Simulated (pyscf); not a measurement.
PH₃ (SMILES P) + AlH (SMILES [AlH]) [singlet] → H₂Al–PH₂ (SMILES [AlH2][PH2]), an insertion (singlet surface; H–P broken, Al–P, Al–H formed). Optimised with ωB97X-D3(BJ)/def2-SVP in PySCF. MP2 and CC: frozen core, UHF for open shells. ΔMP2 is the change of the MP2 total energy from the triple- to the quadruple-zeta basis. Energies in kcal/mol from the separated reactants.

AM1 to PM7: differences of heats of formation from MOPAC. 

**Question.** Quick PM3 single points give ΔE‡ = -5.6 kcal/mol and ΔE = -4.8 kcal/mol. What does CCSD(T)/def2-TZVPP + ΔMP2(QZVPP) give, and how far is the quick result from it?

**Answer.** CCSD(T)/def2-TZVPP + ΔMP2(QZVPP) gives ΔE‡ = 18.4 kcal/mol and ΔE = -37.8 kcal/mol. PM3 lies 24.1 kcal/mol under it in the barrier and 33.1 kcal/mol over it in the reaction energy, so on this step it does not hold to within 3.0 kcal/mol. At PM3 this geometry lies under one side, so its ΔE‡ may be no barrier of that level. CCSD(T)/def2-TZVPP + ΔMP2(QZVPP) has limits of its own. On the reactant side the descent ends in an adduct with a Al–P contact, 11.2 kcal/mol under the separated species and 30.0 kcal/mol under the saddle at ωB97X-D3(BJ)/def2-TZVP. What is counted as formed (Al–P) is already present as a longer contact in the reactant adduct; forming that adduct is a step of its own. The same reactants have a lower exit, to Al–PH₂ [singlet] + H₂ (barrier +10.9 kcal/mol at ωB97M-D3(BJ), against +22.9 kcal/mol here). One saddle was located; it need not be the lowest between these sides. One closed-shell reference is unstable to symmetry breaking; treat the single-reference values with care. The CCSD(T) − MP2 part came from Ansatz, without density fitting, on the same reference.
